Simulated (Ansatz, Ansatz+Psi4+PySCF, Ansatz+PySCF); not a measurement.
```xyz
7

C     0.0000   -0.1277   -1.0719
C     0.0000    0.2989    0.3085
O     0.0000   -0.7461    1.1821
H     0.0000   -0.3576    2.0686
H     0.0000   -1.1767   -1.3325
H     0.0000    0.6327   -1.8389
O     0.0000    1.4764    0.6841
```

Basis set: cc-pVTZ (spherical functions). Frozen core: 4 orbitals. Correlation on ROHF uses semicanonical orbitals with singles. Charge 0, multiplicity 2.

Computed with Ansatz (development build ahead of 0.2.0); each method stands on the lowest determinant of its kind that the runs found.

The atomization energy at this shape (free ground-state atoms in the same class of orbitals less the molecule, no zero-point energy) of doublet C₂H₃O₂:

| method | atomization energy |
| --- | --- |
| UHF-MP2 | 694.33 kcal/mol |

(1) What does ROHF-MP2 give?

Answers

(1) 696.96 kcal/mol.
